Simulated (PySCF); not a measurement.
Method: PySCF energies (xtb for GFN2) plus ideal-gas RRHO corrections (1 bar). 'Table' is the NASA 1993 thermochemical table (part measured, part estimated). All species are closed-shell singlets. No R ln 2 is added for the mirror-image form of H2SO4. The harmonic model lacks anharmonicity and excited electronic states, which grow with temperature; levels with a mode under 35 cm⁻¹ are left out. Internal rotation in H2SO4 is treated as a harmonic vibration of one conformer, which makes the entropy rough. The table's entry may be an old estimate for H2SO4 (not checked at source).

Harmonic frequencies at GFN2-xTB (cm⁻¹): 240, 251, 340, 386, 409, 484, 492, 743, 756, 861, 889, 1150, 1345, 3629, 3642. Point group C2; S°(298 K) = 303.8 J/mol/K at this level.

### Question
Work out Cp and S° of gaseous H2SO4 at 500, 800, 1200, 1600, 2000 K from these, and set them beside the table.

### Answer
```csv
T (K),Cp GFN2-xTB,Cp table,S° GFN2-xTB,S° table
500,113.8,108.1,356.7,348.5
800,129.3,125.9,414.1,403.7
1200,139.2,137.3,468.6,457.2
1600,145.0,144.1,509.5,497.7
2000,148.7,148.3,542.2,530.3
```
Units J/mol/K.
